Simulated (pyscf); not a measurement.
`[OH][AsH2]` + `[OH2]` → `[OH][AsH2]` + `[OH2]` (four-centre exchange; singlet surface; As–O, H–O broken, As–O, H–O formed). Optimised with ωB97X-D3(BJ)/def2-SVP in PySCF. Correlated levels are frozen-core, on RHF or UHF. ΔMP2 is the change of the MP2 total energy from the triple- to the quadruple-zeta basis. Energies in kcal/mol from the separated reactants.

```
level                             barrier  reaction energy
--------------------------------  -------  ---------------
ωB97X-D3(BJ)/def2-TZVP               30.8              0.0
PBE/def2-TZVP                        23.2              0.0
r²SCAN/def2-TZVP                     26.3              0.0
PBE0-D3(BJ)/def2-TZVP                27.9              0.0
ωB97M-D3(BJ)/def2-TZVP               30.6              0.0
HF/def2-TZVP                            …              0.0
CCSD(T)/def2-TZVPP + ΔMP2(QZVPP)        …              0.0
```

Q: Complete the blanks.

A: 
- HF/def2-TZVP, barrier: 50.6
- CCSD(T)/def2-TZVPP + ΔMP2(QZVPP), barrier: 34.0

On the reactant side the descent ends in a complex, 4.8 kcal/mol under the separated species and 35.7 kcal/mol under the saddle at ωB97X-D3(BJ)/def2-TZVP. On the product side the descent ends in a complex, 5.6 kcal/mol under the separated species and 36.4 kcal/mol under the saddle at ωB97X-D3(BJ)/def2-TZVP. This is the saddle that the search found; another between the same sides may lie lower. The CCSD(T) − MP2 part came from Ansatz, without density fitting, on the same reference. The frozen core leaves the outer d or s,p core shells of the metals and heavy elements correlated in the MP2 and CC values, and def2-TZVPP describes them poorly, which can shift differences by a few kcal/mol. Elements up to Kr have no core potential and no relativistic terms here.
